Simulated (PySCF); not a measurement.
Geometries of 2 isomers of C2H2F4, from PySCF 2.14.0, PBE0-D3(BJ)/def2-SVP geometry optimisation, gas phase. One conformer each, no zero-point energy, no frequencies.

Question: Which is lower in electronic energy at this level?
A.
```xyz
8
angstrom
F     -0.894   -1.201   -0.950
C     -0.701    0.007   -0.363
C      0.637    0.031    0.344
F      0.703   -0.896    1.296
F      1.644   -0.175   -0.501
F      0.808    1.227    0.913
H     -1.489    0.201    0.382
H     -0.708    0.806   -1.121
```
B.
```xyz
8
angstrom
F     -1.242    1.190    0.182
C     -0.694    0.051   -0.281
F     -0.590    0.129   -1.614
C      0.689   -0.114    0.337
F      1.528    0.799   -0.168
F      1.148   -1.343    0.038
H     -1.342   -0.802   -0.013
H      0.641    0.003    1.435
```

Answer: A. That is `C(F)(F)(F)CF` (1,1,1,2-tetrafluoroethane), 9.0 kcal/mol below the other.

| SMILES | atoms numbered as above | E (Eh) | relative (kcal/mol) | relative (kJ/mol) | dipole (D) |
| --- | --- | --- | --- | --- | --- |
| FCC(F)(F)F | [F:1][CH2:2][C:3]([F:4])([F:5])[F:6] | -475.96245 | 0.0 | 0.0 | 1.91 |
| FC(F)C(F)F | [F:1][CH:2]([F:3])[CH:4]([F:5])[F:6] | -475.94806 | 9.0 | 37.8 | 2.21 |
